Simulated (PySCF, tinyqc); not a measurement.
A ladder of methods, and size consistency: correlation methods against full CI in the sto-3g basis, for BH, spin multiplicity 1. Computed by the program tinyqc with PySCF. Command: `OMP_NUM_THREADS=1 python tinyqc.py 113514 113515 out.jsonl`; one thread of a shared host (Intel(R) Xeon(R) Processor @ 2.60GHz), about 0.8 s.

Geometry (angstrom):
```
atom       x       y       z
B     0.0000  0.0000  0.0000
H     0.0000  0.0000  1.1490
```

RHF energy of one = -24.750615 hartree

All electrons correlated; +Q is the Davidson correction (1 - c0^2) E_corr. The last columns treat two copies 100 angstrom apart as one system. FCI is the lowest singlet.

Correlation energies (hartree):
```
method   E_corr of one  share of FCI (%)  E_corr of two at 100 angstrom  two minus twice one (mhartree)
MP2           -0.02791            51.075                       -0.05583                           0.000
CISD          -0.05306            97.092                       -0.09900                           7.128
CISD+Q        -0.05722           104.692                       -0.11131                           3.130
CCSD          -0.05449            99.694                       -0.10897                           0.000
CCSD(T)       -0.05455            99.806                       -0.10910                           0.000
FCI           -0.05465           100.000                              -                               -
```

MP2 recovers 51 %, CISD 97.1 % and CCSD 99.7 % of the FCI value (c0^2 = 0.922 in CISD). MP2 and coupled cluster are size consistent, so their last column vanishes; CISD loses 7.13 mhartree, since a double excitation on each copy is a quadruple of the pair, and the Davidson correction leaves +3.13. The restricted reference is unstable here: a spin-polarised solution lies 0.0125 hartree lower (PySCF), so results built on it describe a poor reference.
